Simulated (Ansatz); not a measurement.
# AlN₂ (quartet): from Hartree-Fock to the top rungs, def2-QZVPP

One table from this session's results is given with a row withheld; the runs are named, their logs left out.

Program: Ansatz 0.2.0, Gaussian basis. Level of theory: def2-QZVPP, core rule «outside noble gas», up to 7 orbitals frozen. These are calculated values, not measurements.

The runs, in order: UHF; ROHF; CCSD(T) on UHF.

## What is computed

The geometry is a PBE0/def2-TZVP stationary point (not a proven minimum).

3 atoms, charge 0, spin multiplicity 4.

Atoms are counted from 1 here; the program's logs count them from 0.

Bond lengths: N1–Al2 1.795 Å, Al2–N3 1.795 Å. Angles: N1–Al2–N3 180.0°.

Set-up of the first run:

in.yaml reads:

```yaml
crystal:
  periodic: [false, false, false]
  atoms:
    - {symbol: N, position_ang: [0.000000, 0.000000, 1.795300]}
    - {symbol: Al, position_ang: [0.000000, 0.000000, 0.000000]}
    - {symbol: N, position_ang: [0.000000, 0.000000, -1.795300]}
basis:
  gaussian: {orbitals: "def2-QZVPP.json"}
magnetization: {spin_polarized: true, initial_magnetization: 3}
hamiltonian: {xc: hf}
output: {orbitals: {seedname: orbitals}}
```

Command:

```sh
$ ansatz run in.yaml --threads 1 --pin off --events-out ev --progress --plain --max-ram 2393MiB
```

Among the steps run: UHF; ROHF; CCSD(T) on UHF.

One of the session's tables, all rows but one given; the rest of the session is left out.

```
  method  from UCCSD(T) (kcal/mol)
    ROHF                   +283.98
     UHF                   +266.13
    UMP2                    +46.24
   UCCSD                         ?
UCCSD(T)                         0
```

Estimate the missing values for UCCSD.

**Answer.** from UCCSD(T) (kcal/mol): +14.37. In the column «from UCCSD(T) (kcal/mol)» it lies between UCCSD(T) (0) and UMP2 (+46.24).

Limits of these values: The determinant is far from a pure spin state, so its energy mixes those of several spin states (harmless only where they are near-degenerate, as at dissociation). Warnings: spin contamination; coupled cluster took another determinant than the lowest.
